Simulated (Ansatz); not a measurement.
# C₂H₃F₃S: one species, many methods

An exercise on one series of results from a longer session: the logs are not shown, and one member is left open.

Program: Ansatz 0.2.0, Gaussian basis. Level of theory: functionals in def2-TZVPP, the program's frozen cores in correlated methods. These are calculated values, not measurements.

Plan: LDA (SPW92), PBE-D4, revPBE-D4, BLYP-D4, r2SCAN-D4, B97M-V, PBE0-D4, B3LYP-D4, r2SCANh-D4, r2SCAN0-D4, HSE06-D4, BHLYP-D4, CAM-B3LYP-D4, LC-ωPBE, ωB97X-V, ωB97M-V, B2PLYP, PBE-QIDH; CCSD(T)/def2-SVP; CCSD(T)/def2-TZVPP; MP2/def2-QZVPP; extrapolation to the limit; RPA on PBE.

### The geometry

An earlier PBE0-D4 in a triple-zeta def2 set relaxation fixed the geometry.

SMILES `CSC(F)(F)F`, 9 atoms, charge 0, spin multiplicity 1.

Atoms are counted from 1 here; the program's logs count them from 0.

Bond lengths: C1–S2 1.799 Å, C1–H7 1.090 Å, C1–H8 1.089 Å, C1–H9 1.089 Å, S2–C3 1.797 Å, C3–F4 1.338 Å, C3–F5 1.331 Å, C3–F6 1.338 Å. Angles: S2–C1–H7 105.7°, S2–C1–H8 111.0°, S2–C1–H9 111.0°, H7–C1–H8 109.1°, H7–C1–H9 109.1°, H8–C1–H9 110.8°, C1–S2–C3 98.4°, S2–C3–F4 112.9°, S2–C3–F5 108.3°, S2–C3–F6 112.9°, F4–C3–F5 108.0°, F4–C3–F6 106.4°, F5–C3–F6 108.0°.

Set-up of the first run:

File in.yaml:

```yaml
crystal:
  periodic: [false, false, false]
  atoms:
    - {symbol: C, position_ang: [-0.264557, -1.100088, 0.810138]}
    - {symbol: S, position_ang: [1.180656, -0.334511, 0.060101]}
    - {symbol: C, position_ang: [0.352418, 1.022751, -0.776842]}
    - {symbol: F, position_ang: [-0.550054, 0.609373, -1.673643]}
    - {symbol: F, position_ang: [1.270569, 1.742003, -1.418169]}
    - {symbol: F, position_ang: [-0.296527, 1.835610, 0.064455]}
    - {symbol: H, position_ang: [0.112472, -1.958337, 1.366302]}
    - {symbol: H, position_ang: [-0.961941, -1.447420, 0.049246]}
    - {symbol: H, position_ang: [-0.754434, -0.415783, 1.501312]}
basis:
  gaussian: {orbitals: def2-TZVPP}
hamiltonian: {xc: lda}
output: {orbitals: {seedname: orbitals}}
```

Steps of the session up to this table: LDA; PBE-D4 (GGA); revPBE-D4 (GGA); BLYP-D4 (GGA); r2SCAN-D4 (meta-GGA); B97M-V (meta-GGA); PBE0-D4 (hybrid); B3LYP-D4 (hybrid); r2SCANh-D4 (hybrid); r2SCAN0-D4 (hybrid); HSE06-D4 (hybrid); BHLYP-D4 (hybrid); CAM-B3LYP-D4 (range-separated); LC-ωPBE-D4 (range-separated; the results give it without D4); ωB97X-V (range-separated); ωB97M-V (range-separated); B2PLYP (double hybrid); PBE-QIDH (double hybrid).

One table of the session follows, with a row left open; its other results are not shown here.

It belongs to the step «Frontier levels by functional». 

| functional | HOMO (eV) | gap (eV) |
| --- | --- | --- |
| LDA (SPW92) | -6.31 | 5.17 |
| PBE-D4 | -6.17 | 5.26 |
| revPBE-D4 | -6.12 | 5.31 |
| BLYP-D4 | -6.05 | 5.22 |
| r2SCAN-D4 | -6.47 | 5.82 |
| B97M-V | -6.56 | 5.92 |
| PBE0-D4 | -7.51 | 7.60 |
| B3LYP-D4 | -7.28 | 7.08 |
| r2SCANh-D4 | -6.96 | 6.68 |
| r2SCAN0-D4 | -7.70 | 7.96 |
| HSE06-D4 | -7.11 | 6.81 |
| BHLYP-D4 | -8.74 | 9.79 |
| CAM-B3LYP-D4 | -8.92 | 10.06 |
| LC-ωPBE | ? | ? |
| ωB97X-V | -9.94 | 12.23 |
| ωB97M-V | -9.77 | 11.82 |

**Question.** Estimate the row for LC-ωPBE.

The run gave: HOMO (eV): -10.32; gap (eV): 12.77. In the column «HOMO (eV)» it is the lowest.
